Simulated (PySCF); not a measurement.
Species: PH₃.
InChI=1S/H3P/h1H3

Computed with PBE0-D3(BJ)/def2-SVP geometry optimisation, gas phase in PySCF 2.14.0.

Take the most abundant isotopes and a rigid rotor. 

Question: Give the principal moments of inertia and the rotational constants in MHz.

Answer: Ia = 3.84, Ib = 3.84, Ic = 4.33 u·Å²; 505379 MHz·u·Å²/I gives A = 131470, B = 131450, C = 116795 MHz.

Question: What kind of rotor is it?

Answer: An oblate symmetric top, as the point group C3v requires two equal moments; the computed ones differ by 0.02 % because the geometry is symmetric only within the optimiser's tolerance; Ray's κ = 0.997.

Question: Is it planar, by Δ = Ic − Ia − Ib?

Answer: Not planar: Δ = Ic − Ia − Ib = -3.36 u·Å². For a rigid frame Δ = −2 Σ m c², so Σ m c² = 1.68 u·Å² lies off the ab plane: 1.53 from hydrogen and 0.15 from heavier atoms. The atom farthest from that plane is 0.71 Å away.

Question: Where do the R-branch lines fall?

Answer: The dipole of 0.91 D lies along the symmetry axis, so ΔK = 0 and J+1 ← J falls at 2B(J+1) for every K: 262.92 GHz, 525.84 GHz, 788.76 GHz, 1051.68 GHz, 1314.60 GHz for J = 0 to 4.

PBE0-D3(BJ)/def2-SVP frequencies: not computed here. Zero-point vibration and centrifugal distortion are left out.

The run took 1.3 s of wall time on an Arm Neoverse V1 with one thread, shared host, and the process peaked at 0.24 GiB of memory. That covers the optimisation of the geometry.
